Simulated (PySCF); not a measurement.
**Telling isomers of CH4BO− apart by their spectra**

These gas-phase data were calculated for one isomer of CH4BO− at PBE0-D3(BJ)/def2-SVPD (harmonic, unscaled wavenumbers; equilibrium rotational constants with average atomic masses):

```
rotational constants            : 54.34, 9.145, 8.345 GHz
all wavenumbers above 1500 cm⁻¹ : 2610, 2382, 2310, 2292, 1727
```

Candidates:

(1) `C=[BH-]O`, a singlet
(2) `[BH3-]C=O`, a singlet

Task: Which candidate do the data belong to?

Result: Candidate (2). No mode falls between 3300 and 4000 cm⁻¹, where the O–H stretch of (1) would stand.

The same quantities for all candidates:

|  | rotational constants (GHz) | wavenumbers above 1500 cm⁻¹ | E above the lowest, PBE0-D3(BJ)/def2-SVPD (kcal/mol) |
| --- | --- | --- | --- |
| (1) | 53.16, 9.254, 7.882 | 3903, 3136, 3043, 2398 | 0.0 |
| (2) | 54.34, 9.145, 8.345 | 2610, 2382, 2310, 2292, 1727 | 13.6 |

Harmonic stretches to hydrogen usually lie a few per cent above observed fundamentals. Each candidate is one conformer. Programs: PySCF 2.14.0.
